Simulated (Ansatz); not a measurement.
**Two-coordinate energy map**

CH2F (SMILES [CH2+]F) (charge +1), closed shell, PBE0-D4/def2-TZVP minimum:

```xyz
4
angstrom
C -0.0400 -0.0285 -0.0271
F 0.8338 0.5944 0.5645
H -0.6799 0.5383 -0.7154
H -0.1139 -1.1042 0.1780
```

Rows set the bond length C1–H3 (Å; 1.098 at the minimum), columns the bond length C1–H4 (Å; 1.098), set in this order; the parts move rigidly, in a bend the first-named atom's side turns in the plane, and in a torsion the whole end group turns. CCSD(T) energies count from the value at that structure, in eV. Program: Ansatz 0.2.0. Basis: def2-TZVPP. Cores are frozen in the correlated methods.

| C1–H3 \ C1–H4 | 0.988 | 1.020 | 1.067 | 1.121 | 1.182 | 1.248 | 1.317 |
| --- | --- | --- | --- | --- | --- | --- | --- |
| 0.944 | 0.731 | 0.606 | 0.516 | 0.519 | 0.623 | 0.819 | 1.085 |
| 0.991 | 0.440 | ? | 0.225 | 0.227 | 0.330 | 0.526 | ? |
| 1.060 | 0.246 | 0.121 | 0.030 | 0.032 | 0.134 | 0.328 | 0.593 |
| 1.140 | 0.264 | 0.138 | 0.046 | 0.047 | 0.148 | 0.341 | 0.604 |
| 1.229 | 0.477 | 0.351 | 0.258 | 0.257 | 0.357 | 0.549 | 0.810 |
| 1.325 | 0.840 | 0.713 | 0.619 | 0.617 | 0.715 | ? | 1.164 |
| 1.427 | 1.301 | 1.174 | 1.078 | 1.075 | 1.171 | 1.358 | 1.615 |

(1) Fill in the withheld cells. (Judge from chemistry; the value comes from the calculation.)

No T1 diagnostic of these runs exceeds 0.020.

Answers

(1) By the calculation: (0.991, 1.020): 0.315; (0.991, 1.317): 0.792; (1.325, 1.248): 0.905 eV. These count from the CCSD(T) energy at the PBE0-D4 minimum.

The same grid for a cheaper method: HF − CCSD(T), both counted from the minimum, in eV:
```
C1–H3 \ C1–H4   0.988   1.020   1.067   1.121   1.182  1.248  1.317
        0.944  -0.081  -0.072  -0.057  -0.036  -0.009  0.025  0.066
        0.991  -0.070  -0.061  -0.046  -0.025   0.002  0.036  0.077
        1.060  -0.049  -0.040  -0.025  -0.004   0.023  0.057  0.098
        1.140  -0.018  -0.009   0.006   0.027   0.054  0.088  0.129
        1.229   0.025   0.034   0.049   0.070   0.097  0.132  0.173
        1.325   0.081   0.090   0.105   0.126   0.154  0.188  0.229
        1.427   0.150   0.160   0.175   0.196   0.223  0.258  0.299
```

For scale, one of the runs: CCSD(T)/def2-TZVPP, 90 basis functions (an equivalent command: `ansatz run in.yaml --threads 2`). The run took about 1.5 s on 2 CPU threads (shared host).
